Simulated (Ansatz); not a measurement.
Conformers of C₄H₆O₂, SMILES `O=CCC1CO1`, each relaxed with PBE0-D4/def2-TZVP in Ansatz. CBS adds the triple-zeta coupled-cluster correction to the MP2 limit.

Not all of them had a frequency check.

Conformer A:

Z-matrix (Å, degrees):
```
C
C 1 1.499
C 1 1.497 2 113.9
H 1 1.097 2 108.3 3 -123.6
H 1 1.099 2 107.5 3 123.3
O 2 1.200 1 124.7 3 -0.4
H 2 1.112 1 114.7 3 179.8
C 3 1.456 1 121.6 2 -95.7
O 3 1.418 1 115.8 2 -164.0
H 3 1.088 1 115.5 2 58.1
H 8 1.088 3 119.3 1 0.4
H 8 1.086 3 119.6 1 153.1
```

Conformer B:

Z-matrix (Å, degrees):
```
C
C 1 1.503
C 1 1.505 2 111.0
H 1 1.092 2 109.3 3 -123.1
H 1 1.096 2 108.3 3 118.3
O 2 1.199 1 124.7 3 118.8
H 2 1.112 1 114.7 3 -60.6
C 3 1.461 1 121.8 2 84.3
O 3 1.415 1 116.8 2 152.9
H 3 1.089 1 115.3 2 -69.3
H 8 1.088 3 119.3 1 0.9
H 8 1.087 3 119.8 1 -152.2
```

Which is lowest in electronic energy at CCSD(T)/CBS (frozen core, def2 sets), and by how much? (An estimate is asked.)

Computed: A; B lies 4.0 kJ/mol higher.

Give the energies relative to A (kJ/mol) with r2SCAN-D4/def2-TZVPP, ωB97X-V/def2-TZVPP, HF/def2-TZVPP, HF/def2-QZVPP, MP2/def2-QZVPP, SCS-MP2/def2-QZVPP, HF/CBS(def2). (An estimate is asked.)

Computed: 
```csv
level,B
r2SCAN-D4/def2-TZVPP,4.6
ωB97X-V/def2-TZVPP,4.8
HF/def2-TZVPP,5.3
HF/def2-QZVPP,5.0
MP2/def2-QZVPP,3.5
SCS-MP2/def2-QZVPP,3.6
HF/CBS(def2),5.0
```
